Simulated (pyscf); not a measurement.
Single points on ωB97X-D3(BJ)/def2-SVP structures (PySCF, gas phase). MP2 and CC: frozen core, UHF for open shells. ΔMP2 is the change of the MP2 total energy from the triple- to the quadruple-zeta basis.

**Question.** List the bond dissociation enthalpies at 298 K of H₃C–GaH₂ (SMILES [CH3][GaH2]) from CCSD(T)/def2-TZVPP + ΔMP2(QZVPP), from the weakest bond up.

**Answer.** C–Ga to CH₃• + GaH₂•: 325.8 kJ/mol; Ga–H to [H₃C–GaH]• + H•: 345.3 kJ/mol; C–H to •H₂C–GaH₂ + H•: 412.2 kJ/mol. Ring and multiple bonds, and those that leave no two simple radicals, are not listed. The radicals are drawn with the spin at the cut bond; how far it spreads was not checked. •H₂C–GaH₂ lies 88.4 kJ/mol over its isomer [H₃C–GaH]•, and others may lie lower still (electronic energy, ωB97M-D3(BJ)). Other isomers of [H₃C–GaH]• were not searched in full and may lie lower. The CCSD(T) − MP2 part came from Ansatz, without density fitting, on the same reference. The frozen core leaves the outer d or s,p core shells of the metals and heavy elements correlated in the MP2 and CC values, and def2-TZVPP describes them poorly, which can shift differences by a few kcal/mol. Elements up to Kr have no core potential and no relativistic terms here.
